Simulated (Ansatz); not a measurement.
Input file:

```yaml
crystal:
  periodic: [false, false, false]
  atoms:
    - {symbol: Ge, position_ang: [0.000000, 0.000000, 0.000000]}
    - {symbol: C, position_ang: [0.000000, 0.000000, 2.589000]}
basis:
  gaussian: {orbitals: cc-pVDZ}
total_charge: 1
magnetization: {spin_polarized: true, initial_magnetization: 3}
hamiltonian: {xc: hf}
output: {orbitals: {seedname: orbitals}}
```

```sh
$ ansatz run in.yaml --threads 1 --pin off --events-out ev --progress --plain --max-ram 2393MiB
```

Output:

```
462 factors; integrals over basis functions are off by at most 7.5e-4 eV
mean field evaluation 1: about -57485.8727 eV, gradient 1.8e1 eV
mean field evaluation 2: about -57485.8739 eV, gradient 1.8e1 eV
mean field evaluation 4: about -57489.3041 eV, gradient 2.7e0 eV
mean field evaluation 8: about -57489.9307 eV, gradient 2.8e-1 eV
mean field evaluation 16: about -57489.9333 eV, gradient 6.7e-6 eV
mean field evaluation 32: about -57489.9127 eV, gradient 4.9e-2 eV
mean field evaluation 64: about -57482.6103 eV, gradient 1.2e1 eV
mean field evaluation 96: about -57489.3365 eV, gradient 5.3e-1 eV
mean field evaluation 128: about -57490.1317 eV, gradient 4.3e-1 eV
mean field evaluation 160: about -57489.1405 eV, gradient 3.9e0 eV
mean field evaluation 192: about -57489.9333 eV, gradient 9.0e-5 eV
mean field -57490.24638086 eV, -2112.7275862081 hartree, gradient 1.4e-6 eV, S^2 3.765081; 7 other end points of the search recorded, 0 dependent functions left out
reference -57490.24638086 eV, -2112.7275862081 hartree; 20, 17 occupied and 21, 24 virtual orbitals, 462 factors
Total energy: -57490.24638086 eV, -2112.7275862081 hartree
```

Ran on 1 thread of Arm Neoverse V2, shared host: 1.8 s wall, 0.16 GiB peak host memory.
